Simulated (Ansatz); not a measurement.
Basis-set extrapolation for C3H7 (`C[CH]C`) radical (PBE0-D4/def2-TZVP geometry, frozen core, Ansatz 0.2.0). Multiplicity 2, UHF reference.

```json
{"": "HF", "def2-TZVPP": "-117.682238", "def2-QZVPP": "-117.687997"}
{"": "MP2 correlation", "def2-TZVPP": "-0.503330", "def2-QZVPP": "-0.535408"}
{"": "CCSD(T) correlation", "def2-TZVPP": "-0.565568", "def2-QZVPP": "not run"}
```

Energies in hartree. Use E(X) = E(∞) + A·exp(−7.88·√X) for Hartree–Fock and E(X) = E(∞) + B·X^(−2.97) for correlation, with X = 3 and 4, and add CCSD(T) minus MP2 of the smaller set to the MP2 limit.

**Question.** What is the CCSD(T) energy at the basis-set limit?

**Answer.** HF limit: -117.687997 + (-0.005759) × 0.13774 = -117.68879. MP2 limit: -0.535408 + (-0.032078) × 0.74074 = -0.55917. Higher-order term: -0.565568 − (-0.503330) = -0.06224. Total: -118.31020 hartree, 39.2 kcal/mol below CCSD(T)/def2-TZVPP.
